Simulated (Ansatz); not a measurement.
# OS: the cost of one run

All numbers are computed with Ansatz 0.2.0 through its Python package. Level of theory: r2SCAN/def2-SVP.

## (1) The structure

Bond lengths: S1–O2 1.585 Å.

Input file os.xyz:

```xyz
2

S     0.00000    0.00000    0.00000
O     0.00000    0.00000    1.58500
```

## (2) Script

run_adiabatic.py

```python
'''Vertical and adiabatic ionisation of OS.'''

from dataclasses import dataclass
import itertools

import ansatz as az
from ase.data import atomic_numbers, covalent_radii
import numpy as np


@dataclass(frozen=True)
class Settings:
    basis_set: str = 'def2-SVP'
    xc: str = 'r2scan'
    net_charge: int = 1


opts = Settings()

geometry = az.Crystal.molecule_from_extxyz('os.xyz')

base = geometry.calculation()
base = base.basis(gaussian=opts.basis_set)
base = base.functional(opts.xc).spin('collinear', total=2)
symbols = [site.symbol for site in geometry.cartesian_sites]
start = np.array([site.position_ang for site in geometry.cartesian_sites], dtype=float)
data = base.relax(force_tolerance=0.01).run(threads=1, pin='off').report
end = np.array(data['positions_ang'])

minimum = az.Crystal.molecule()
for symbol, place in zip(symbols, end):
    minimum = minimum.atom(symbol, place.tolist())
ion = (
    minimum.calculation()
    .basis(gaussian=opts.basis_set)
    .functional(opts.xc)
    .charge(opts.net_charge)
    .spin('collinear', total=1)
)
vertical = ion.run(threads=1, pin='off').report
settled = ion.relax(force_tolerance=0.01, max_steps=80).run(threads=1, pin='off').report
print(f'vertical ionisation energy   {vertical["free_energy_ev"] - data["free_energy_ev"]:.3f} eV')
print(f'adiabatic, no zero point     {settled["free_energy_ev"] - data["free_energy_ev"]:.3f} eV')
print(f'relaxation energy of the ion {vertical["free_energy_ev"] - settled["free_energy_ev"]:.3f} eV')
ionised = np.array(settled['positions_ang'])
# pairs closer than 1.2 times the sum of covalent radii, before or after
radius = [covalent_radii[atomic_numbers[s]] for s in symbols]
span = lambda where, i, j: np.linalg.norm(where[i] - where[j])
bonded = [(i, j) for i, j in itertools.combinations(range(len(symbols)), 2) if min(span(end, i, j), span(ionised, i, j)) < 1.2 * (radius[i] + radius[j])]
print('pair        before    after (A)')
for i, j in bonded:
    print(f'{symbols[i]}{i}-{symbols[j]}{j}'.ljust(10), f'{span(end, i, j):8.4f} {span(ionised, i, j):8.4f}')
```

## (3) The input behind the calls

The package turns the script's settings into the engine's input (first run):

```yaml
crystal:
  periodic: [false, false, false]
  atoms:
    - { symbol: S, position_ang: [0.0, 0.0, 0.0] }
    - { symbol: O, position_ang: [0.0, 0.0, 1.585] }
basis:
  gaussian:
    orbitals: def2-SVP
hamiltonian:
  xc: r2scan
magnetization:
  spin_polarized: true
  initial_magnetization: 2.0
relax:
  f_tol: 0.01
```

## (4) Launch

Run with:

```bash
$ python run_adiabatic.py
```

Q: Estimate wall time and peak memory on 1 thread of Intel Xeon Platinum 8259CL at 2.50GHz (Skylake/Cascade Lake), shared host.

About 31 s, with a peak of 0.2 GiB.
